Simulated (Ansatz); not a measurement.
# CF (quartet): from Hartree-Fock to the top rungs at distance C1–F2 = 1.625 Å, 6-31G

Aim: climb from Hartree-Fock through coupled cluster and multireference methods for CF (quartet) at one geometry and basis, and see what each rung misses.

Method: 6-31G, core rule «outside noble gas», up to 2 orbitals frozen; program: Ansatz 0.2.0, Gaussian basis.

The runs, in order: UHF; CCSD(T) on ROHF; CCSD(T) on UHF; BCCD(T) on ROHF; CISD; CCSDT(Q) on ROHF; CCSDT(Q) on UHF; CISDTQ; CCSDTQ on ROHF; CCSDTQ on UHF; CASSCF and MRCISD+Q, 5 electrons in 5 orbitals; CASSCF and NEVPT2, 5 electrons in 5 orbitals; CASSCF and MRCISD+Q, 11 electrons in 8 orbitals; CASSCF and NEVPT4(SD), 11 electrons in 8 orbitals; CASSCF and NEVPT2, 11 electrons in 8 orbitals; Full CI.

18 further runs of the same task are left out: 14 that didn't finish, 4 set aside as unsound or not needed.

**1. The geometry**

The geometry derives from a PBE0/def2-TZVP stationary point (not a proven minimum). One bond is set to the value named and the two fragments are kept rigid.

2 atoms, charge 0, spin multiplicity 4.

Atoms are counted from 1 here; the program's logs count them from 0.

No contacts short enough for the rule that draws bonds.

**2. UHF**

in.yaml

```yaml
crystal:
  periodic: [false, false, false]
  atoms:
    - {symbol: C, position_ang: [0.000000, 0.000000, 0.000000]}
    - {symbol: F, position_ang: [0.000000, 0.000000, 1.625000]}
basis:
  gaussian: {orbitals: 6-31G}
magnetization: {spin_polarized: true, initial_magnetization: 3}
hamiltonian: {xc: hf}
output: {orbitals: {seedname: orbitals}}
```

The run is started by

```
ansatz run in.yaml --threads 1 --pin off --events-out ev --progress --plain --max-ram 2393MiB
```

After this run come: CCSD(T) on ROHF; CCSD(T) on UHF; BCCD(T) on ROHF; CISD; CCSDT(Q) on ROHF; CCSDT(Q) on UHF; CISDTQ; CCSDTQ on ROHF; CCSDTQ on UHF; CASSCF and MRCISD+Q, 5 electrons in 5 orbitals; CASSCF and NEVPT2, 5 electrons in 5 orbitals; CASSCF and MRCISD+Q, 11 electrons in 8 orbitals; CASSCF and NEVPT4(SD), 11 electrons in 8 orbitals; CASSCF and NEVPT2, 11 electrons in 8 orbitals; Full CI.

Q: Predict the results of all the runs planned. Wanted: FCI below the RHF energy; RMP2 from FCI; UMP2 from FCI; RCCSD from FCI; RCCSD(T) from FCI; UCCSD(T) from FCI; RCCSDT(Q) from FCI; UCCSDT(Q) from FCI; NEVPT2 pair from FCI.

**Answer**, as computed:

| quantity | value |
| --- | --- |
| FCI below the RHF energy | -4.8777 eV |
| RMP2 from FCI | +34.6 kJ/mol |
| UMP2 from FCI | +66.3 kJ/mol |
| RCCSD from FCI | +12.8 kJ/mol |
| RCCSD(T) from FCI | +3.6 kJ/mol |
| UCCSD(T) from FCI | +3.7 kJ/mol |
| RCCSDT(Q) from FCI | -0.1 kJ/mol |
| UCCSDT(Q) from FCI | -0.3 kJ/mol |
| NEVPT2 pair from FCI | +30.8 kJ/mol |
| MRCISD+Q pair from FCI | +8.9 kJ/mol |
| NEVPT2 valence from FCI | +54.8 kJ/mol |
| levels within 1 kcal/mol (43 meV) | RCCSD(T), UCCSD(T), BCCD(T), RCCSDT, UCCSDT, CISDTQ, RCCSDT(Q), UCCSDT(Q), RCCSDTQ, UCCSDTQ |
| T1 diagnostic | 0.022 |
| effectively unpaired electrons | 3.04 |

In words: RCCSD(T) lands +3.6 kJ/mol from the yardstick (0.8 % of the correlation energy). UCCSDT(Q) falls below full CI: unrestricted runs freeze a spin-polarised core, another one than full CI's, and coupled cluster isn't variational. One determinant dominates. Of the multireference levels listed MRCISD+Q valence comes nearest in total energy (+7.1 kJ/mol), which doesn't show that its space is the better one. These misses are within one basis, not against nature; the frozen cores of restricted and unrestricted runs differ, which can shift their rows.
